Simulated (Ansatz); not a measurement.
The first iterations of a band of C$_{2}$H$_{2}$O$_{2}$ (6 atoms, charge 0, multiplicity 1).

All numbers below come from RKS BLYP-D4/cc-pVDZ (Ansatz).

- movable images: 5
- climbing image: yes
- spring: 5.0 eV/Å²
- optimiser: quadratic models (default)
- start path: through a guess of the saddle point
- force threshold: 0.05 eV/Å
- iteration limit: 60
- end points: relaxed

First end point:

```xyz
6
Properties=species:S:1:pos:R:3
O -0.727 -1.747 0.683
C -0.363 -0.747 0.121
C 0.333 0.543 0.032
O -0.469 -0.170 -1.102
H 1.416 0.589 -0.166
H -0.147 1.469 0.386
```

Last end point:

```xyz
6
Properties=species:S:1:pos:R:3
O -0.930 -1.868 0.915
C -0.550 -0.820 0.514
C -0.129 0.366 0.057
O 0.557 0.435 -1.171
H 1.510 0.541 -0.960
H -0.415 1.282 0.599
```

| iteration | highest image above the first end (eV) | largest band force component (eV/Å) |
| --- | --- | --- |
| 1 | 4.773 | 10.557 |
| 2 | 4.487 | 7.236 |
| 3 | 2.871 | 9.915 |
| 4 | 2.548 | 1.554 |
| 5 | 2.429 | 1.319 |

Question: Does the band converge within its limit, and where does its top end?

Answer: The run converged. It ended after 15 iterations with the highest image 2.710 eV above the first end. Neighbouring images differ by up to 1.7 eV, so the band resolves the path poorly. A vibrational analysis at the climbing image gives one clearly imaginary mode, 1423i cm⁻¹: a first-order saddle point. The orbitals stay closed-shell, which can raise the energy where a bond breaks towards radicals; this wasn't checked here.

The run took 85 s on 1 thread of Arm Neoverse V2 (shared host), peak memory 0.11 GiB.
